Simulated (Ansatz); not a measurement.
```yaml
crystal:
  periodic: [false, false, false]
  atoms:
    - {symbol: B, position_ang: [-1.202746, -0.300292, -0.002244]}
    - {symbol: N, position_ang: [-0.526026, 0.883988, 0.004852]}
    - {symbol: Si, position_ang: [0.748016, -0.392952, -0.001935]}
    - {symbol: H, position_ang: [-0.632610, 1.885968, 0.010563]}
basis:
  gaussian: {orbitals: def2-TZVP}
magnetization: {spin_polarized: true, initial_magnetization: 1}
hamiltonian: {xc: pbe0}
relax: {f_tol: 0.004, max_steps: 80}
```

```sh
$ ansatz run in.yaml --threads 1 --pin off --events-out ev --progress --plain --max-ram 2176MiB
```

Steps of the relaxation (energy above the last step; positions in Å, forces in eV/Å):

```
4
step 1, 30.4 meV
B    -1.203   -0.300   -0.002   -0.766   -0.095   -0.001
N    -0.526    0.884    0.005    0.646   -0.512   -0.003
Si    0.748   -0.393   -0.002    0.146    0.505    0.003
H    -0.633    1.886    0.011   -0.025    0.102    0.001
```

```
4
step 2, 11.6 meV
B    -1.217   -0.301   -0.002   -0.444   -0.077   -0.001
N    -0.523    0.877    0.005    0.456   -0.297   -0.002
Si    0.753   -0.380   -0.002    0.017    0.332    0.002
H    -0.626    1.881    0.011   -0.029    0.042    0.000
```

```
4
step 3, 0.8 meV
B    -1.237   -0.303   -0.002   -0.097   -0.023    0.000
N    -0.514    0.865    0.005   -0.004    0.119    0.001
Si    0.753   -0.356   -0.002    0.142   -0.095    0.000
H    -0.615    1.871    0.010   -0.042   -0.002    0.000
```

```
4
step 5, 0.1 meV
B    -1.239   -0.302   -0.002   -0.001    0.017    0.000
N    -0.513    0.866    0.005    0.016   -0.004    0.000
Si    0.757   -0.360   -0.002    0.008   -0.014    0.000
H    -0.618    1.872    0.010   -0.023    0.002    0.000
```

```
4
step 6, 0.0 meV
B    -1.238   -0.300   -0.002   -0.008   -0.011    0.000
N    -0.512    0.866    0.005    0.010    0.016    0.000
Si    0.757   -0.361   -0.002    0.008   -0.013    0.000
H    -0.620    1.871    0.010   -0.009    0.008    0.000
```

```
4
step 7, 0.0 meV
B    -1.238   -0.300   -0.002    0.000   -0.001    0.000
N    -0.511    0.867    0.005    0.001   -0.002    0.000
Si    0.757   -0.362   -0.002    0.000    0.000    0.000
H    -0.622    1.872    0.010   -0.001    0.003    0.000
```

Close pairs at the end: N2–H4 1.011 Å, B1–N2 1.375 Å, N2–Si3 1.766 Å, B1–Si3 1.996 Å.

A stationary point of unrestricted PBE0 after 7 steps, with ⟨S²⟩ = 0.761 against 0.75 for a pure state; no frequencies were run, so it isn't proven a minimum. 30 s on 1 thread of Arm Neoverse V1, shared host.
